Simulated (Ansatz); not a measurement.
Other spins and charges of HF, singlet at one geometry

Geometry (PBE0/def2-TZVP stationary point for this spin):

```xyz
2

F     0.0000    0.0000    0.0000
H     0.0000    0.0000    0.9200
```

Basis cc-pVTZ; Ansatz 0.2.0. Only valence electrons are correlated (noble-gas cores frozen). Prefix R: restricted or restricted open-shell reference; prefix U: unrestricted. Active spaces: valence = (8e, 5o) chosen from the atoms' valence shells.

Gaps are energies of the second state less the first, at fixed atoms, for a selection of the levels run; each method lands on the state that its own search finds for that charge and spin.

Triplet less singlet: 10.266 eV at UCCSDT(Q).

```csv
level,gap (eV),error (meV)
RHF,8.991,-1275
UHF,8.841,-1425
RMP2,10.485,219
UMP2,10.502,236
CISD,10.106,-160
RCCSD,10.212,-54
UCCSD,10.209,-57
RCCSD(T),10.268,2
UCCSD(T),10.267,1
BCCD(T),10.269,3
RCCSDT,10.263,-3
UCCSDT,10.262,-4
RCCSDT(Q),10.268,2
CASSCF (valence space),9.656,-610
NEVPT2 (valence space),10.498,232
MRCISD (valence space),10.206,-60
MRCISD+Q (valence space),10.242,-24
PBE,10.205,-61
r2SCAN,10.089,-177
PBE0,10.058,-208
B3LYP,10.159,-107
wB97M-V,10.208,-58
B2PLYP,10.223,-43
RPA-PBE,10.086,-180
```

**Question.** PBE gives 16.126 eV for removing an electron, to the doublet. Estimate what UCCSDT(Q) gives in cc-pVTZ.

**Answer.** UCCSDT(Q) in cc-pVTZ gives 15.947 eV, so against it PBE is off by 0.179 eV.

| level | gap (eV) | error (meV) |
| --- | --- | --- |
| RHF | 14.402 | -1545 |
| RMP2 | 16.162 | 215 |
| CISD | 15.762 | -185 |
| RCCSD | 15.882 | -65 |
| RCCSDT | 15.945 | -2 |
| UCCSDT | 15.943 | -4 |
| RCCSDT(Q) | 15.949 | 2 |
| MRCISD+Q (valence space) | 15.904 | -43 |
| PBE0 | 15.955 | 8 |
| wB97M-V | 15.950 | 3 |

Full CI isn't at hand for all of this; UCCSDT(Q) serves as the reference, and is uncertain by about the last step of the cluster series. The frozen core follows each run's orbitals, which can shift R against U totals by a few meV.
